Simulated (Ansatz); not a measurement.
**B₂HF (singlet): the correlation ladder, cc-pVTZ**

The task here is to estimate one member of a computed series from the others.

Program: Ansatz 0.2.0, Gaussian basis. Level of theory: cc-pVTZ, core rule «outside noble gas», up to 3 orbitals frozen. These are calculated values, not measurements.

To be run: UHF; CCSD(T) on RHF; CCSD(T) on UHF; BCCD(T) on RHF; CCSDT(Q) on RHF; CCSDT(Q) on UHF.

9 further runs of the same task are left out: 1 that didn't finish, 8 set aside as unsound or not needed. Runs told in other sessions of the task aren't counted.

### What is computed

The geometry is a PBE0/def2-TZVP stationary point (not a proven minimum) of the parent state, kept for this charge and spin.

4 atoms, charge 0, spin multiplicity 1.

Atoms are counted from 1 here; the program's logs count them from 0.

Bond lengths: B1–B2 1.633 Å, B2–F3 1.328 Å, B2–H4 1.205 Å. Angles: B1–B2–F3 125.5°, B1–B2–H4 114.3°, F3–B2–H4 120.2°.

The first run:

in.yaml

```yaml
crystal:
  periodic: [false, false, false]
  atoms:
    - {symbol: B, position_ang: [0.000000, -0.285996, 1.615495]}
    - {symbol: B, position_ang: [0.000000, 0.444539, 0.154784]}
    - {symbol: F, position_ang: [0.000000, -0.177695, -1.018097]}
    - {symbol: H, position_ang: [0.000000, 1.648828, 0.202133]}
basis:
  gaussian: {orbitals: cc-pVTZ}
magnetization: {spin_polarized: true, initial_magnetization: 0}
hamiltonian: {xc: hf}
output: {orbitals: {seedname: orbitals}}
```

On the command line:

```sh
$ ansatz run in.yaml --threads 1 --pin off --events-out ev --progress --plain --max-ram 4096MiB --backend cpu
```

Steps of the session up to this table: UHF; CCSD(T) on RHF; CCSD(T) on UHF; BCCD(T) on RHF; CCSDT(Q) on RHF; CCSDT(Q) on UHF.

One of the session's tables, all rows but one given; the rest of the session is left out.

| method | from RCCSDT(Q) (meV) |
| --- | --- |
| RHF | +12319.5 |
| UHF | +11626.8 |
| RMP2 | +1278.6 |
| UMP2 | +1067.9 |
| RCCSD | ? |
| UCCSD | +318.5 |
| RCCSD(T) | +44.3 |
| UCCSD(T) | -48.7 |
| BCCD(T) | +39.8 |
| RCCSDT | +16.7 |
| UCCSDT | -158.1 |
| RCCSDT(Q) | 0 |
| UCCSDT(Q) | -229.3 |

**Question.** Estimate the row for RCCSD.

As computed: from RCCSDT(Q) (meV): +420.6. In the column «from RCCSDT(Q) (meV)» it lies between UCCSD (+318.5) and UMP2 (+1067.9).

The program flags UCCSDT(Q) as in doubt (see the logs), so read those rows with care; the flags are large difference.

To keep in mind: The determinant of HF (⟨S²⟩ 0.88) is far from a pure spin state, so its energy mixes those of several spin states; that is harmless only where they are near-degenerate. The determinant of CCSD(T) (⟨S²⟩ 0.88) is far from a pure spin state, so its energy mixes those of several spin states; high orders of coupled cluster remove much of that, low ones don't. The determinant of CCSDT(Q) (⟨S²⟩ 0.88) is far from a pure spin state, so its energy mixes those of several spin states; high orders of coupled cluster remove much of that, low ones don't. The program flags UCCSDT(Q) as in doubt, so read those rows with care; the flags are large difference. Warnings: restricted reference is unstable; spin contamination. Restricted and unrestricted rows rest on different reference determinants; a gap between their highest levels can come from leftover correlation error, from unlike frozen cores or from another state.
